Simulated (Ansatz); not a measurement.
Basis-set extrapolation for `C=CC(F)F` (PBE0-D4/def2-TZVP geometry, frozen core, Ansatz). Multiplicity 1, RHF reference.

```csv
,def2-TZVPP,def2-QZVPP
HF,-314.920422,-314.934160
MP2 correlation,-0.980380,-1.060439
CCSD(T) correlation,-1.043112,not run
```

Energies in hartree. Use E(X) = E(∞) + A·exp(−7.88·√X) for Hartree–Fock and E(X) = E(∞) + B·X^(−2.97) for correlation, with X = 3 and 4, and add CCSD(T) minus MP2 of the smaller set to the MP2 limit.

**Question.** What is the CCSD(T) energy at the basis-set limit?

**Answer.** HF limit: -314.934160 + (-0.013738) × 0.13774 = -314.93605. MP2 limit: -1.060439 + (-0.080059) × 0.74074 = -1.11974. Higher-order term: -1.043112 − (-0.980380) = -0.06273. Total: -316.11852 hartree, 4.22 eV below CCSD(T)/def2-TZVPP.
